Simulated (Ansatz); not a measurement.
Ansatz (a program for electronic structure) input:

Ansatz 0.2 input:
```yaml
crystal:
  periodic: [false, false, false]
  atoms:
    - {symbol: C, position_ang: [0.00340141, -0.00638779, -1.24205632]}
    - {symbol: Si, position_ang: [-0.00173623, 0.00326060, 0.63399891]}
    - {symbol: H, position_ang: [0.01183572, -1.02821844, -1.62563804]}
    - {symbol: H, position_ang: [-0.88242631, 0.49513333, -1.63592148]}
    - {symbol: H, position_ang: [0.88398944, 0.50792232, -1.63114986]}
    - {symbol: H, position_ang: [-0.01319887, 1.39426270, 1.14918674]}
    - {symbol: H, position_ang: [-1.20047879, -0.69691575, 1.15669009]}
    - {symbol: H, position_ang: [1.20417751, -0.67950585, 1.16318579]}
basis:
  gaussian:
    orbitals: def2-TZVP
hamiltonian:
  xc: {name: PBE}
relax: {f_tol: 0.003, max_steps: 100}
```

Q: Predict the final energy.

A: -331.00716 Eh (PBE/def2-TZVP). The basis has 104 functions.
